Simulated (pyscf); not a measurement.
Thermochemistry of product channels of orthosilicic acid (HO–Si(OH)(OH)–OH) + F atom (F•) on the doublet surface, in kcal/mol, from ωB97M-D3(BJ)/def2-TZVP energies (ideal gas, 1 atm, RRHO with modes under 100 cm⁻¹ raised to 100, one conformer, R ln 2 for chiral ones without a mode under 150 cm⁻¹). Single points on ωB97X-D3(BJ)/def2-SVP structures (PySCF, gas phase).

| products | ΔE | ΔH(298 K) | ΔG(600 K) | ΔG(1200 K) |
|---|---|---|---|---|
| •O–Si(OH)(OH)–OH + hydrogen fluoride (HF) | (withheld) | -12.5 | -17.0 | -21.0 |
| hydroxyl (OH•) + HO–Si(OH)(OH)–F | (withheld) | -25.8 | -30.0 | -33.7 |

Task: Some entries are withheld; supply them.

Result: 
- •O–Si(OH)(OH)–OH + hydrogen fluoride (HF), ΔE: -11.2
- hydroxyl (OH•) + HO–Si(OH)(OH)–F, ΔE: -24.0

These are energies of the channels, which say nothing of barriers. Left out: orbital degeneracy and the spin-orbit lowering of F, OH.
